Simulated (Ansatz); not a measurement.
**AlNH₂+ (quartet): the correlation ladder, cc-pVDZ**

How much of the correlation energy of AlNH₂+ (quartet) does each wave-function method recover here?

Computed with Ansatz 0.2.0, Gaussian basis. Level: cc-pVDZ, core rule «outside noble gas», up to 6 orbitals frozen.

To be run: UHF; CCSD(T) on ROHF; CCSD(T) on UHF; BCCD(T) on ROHF; CISD; CCSDT(Q) on ROHF; CCSDT(Q) on UHF; CCSDTQ on ROHF.

16 further runs of the same task are left out: 10 for a known fault of the program, 6 set aside as unsound or not needed.

## 1. The geometry

The geometry is a PBE0/def2-TZVP stationary point (not a proven minimum) of the parent state, kept for this charge and spin.

4 atoms, charge 1, spin multiplicity 4.

Atoms are counted from 1 here; the program's logs count them from 0.

Bond lengths: Al1–N2 1.768 Å, Al1–H3 1.611 Å, N2–H4 1.009 Å. Angles: N2–Al1–H3 113.2°, Al1–N2–H4 161.1°.

## 2. UHF

in.yaml

```yaml
crystal:
  periodic: [false, false, false]
  atoms:
    - {symbol: Al, position_ang: [0.000000, -0.084877, 0.620504]}
    - {symbol: N, position_ang: [0.000000, 0.035620, -1.143535]}
    - {symbol: H, position_ang: [0.000000, 1.349999, 1.353786]}
    - {symbol: H, position_ang: [0.000000, 0.427096, -2.073077]}
basis:
  gaussian: {orbitals: cc-pVDZ}
total_charge: 1
magnetization: {spin_polarized: true, initial_magnetization: 3}
hamiltonian: {xc: hf}
output: {orbitals: {seedname: orbitals}}
```

Command:

```bash
ansatz run in.yaml --threads 1 --pin off --events-out ev --progress --plain --max-ram 4096MiB --backend cpu
```

The runs that follow: CCSD(T) on ROHF; CCSD(T) on UHF; BCCD(T) on ROHF; CISD; CCSDT(Q) on ROHF; CCSDT(Q) on UHF; CCSDTQ on ROHF.

Q: Predict the results of all the runs planned. Wanted: RCCSDTQ below the RHF energy; RMP2 from RCCSDTQ; UMP2 from RCCSDTQ; RCCSD from RCCSDTQ; RCCSD(T) from RCCSDTQ; UCCSD(T) from RCCSDTQ; RCCSDT(Q) from RCCSDTQ; UCCSDT(Q) from RCCSDTQ; T1 diagnostic.

As calculated:

| quantity | value |
| --- | --- |
| RCCSDTQ below the RHF energy | -4.8341 eV |
| RMP2 from RCCSDTQ | +944.3 meV |
| UMP2 from RCCSDTQ | +925.7 meV |
| RCCSD from RCCSDTQ | +107.9 meV |
| RCCSD(T) from RCCSDTQ | +26.8 meV |
| UCCSD(T) from RCCSDTQ | +24.4 meV |
| RCCSDT(Q) from RCCSDTQ | +0.7 meV |
| UCCSDT(Q) from RCCSDTQ | -1.3 meV |
| levels within 1 kcal/mol (43 meV) | RCCSD(T), UCCSD(T), BCCD(T), RCCSDT, UCCSDT, RCCSDT(Q), UCCSDT(Q) |
| T1 diagnostic | 0.032 |

**Reading.** RCCSD(T) misses by +26.8 meV, 0.6 % of the correlation energy. These misses are within one basis, not against nature; the frozen cores of restricted and unrestricted runs differ, which can shift their rows.
